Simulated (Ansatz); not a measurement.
# 1T (CdI2-type) HfS2

These are LDA (Ansatz, a quantum-chemistry and plane-wave program, plane waves, PAW) values and carry that method's errors.

Numerical settings: plane-wave cutoff 520 eV, 12×12×6 k mesh (along the axes of the cell as run), perturbation theory, force constants from a 6×6×2 q mesh, scalar-relativistic PAW data made under PBE.

Cell: relaxed at this level.

```json
{
  "high-frequency dielectric constant (mean over three axes)": "10.4",
  "dielectric constant ε0 (ions relaxed) (mean over three axes)": "33.3",
  "zero_point_energy": "0.040 eV/atom"
}
```

Spin–orbit coupling is not included.
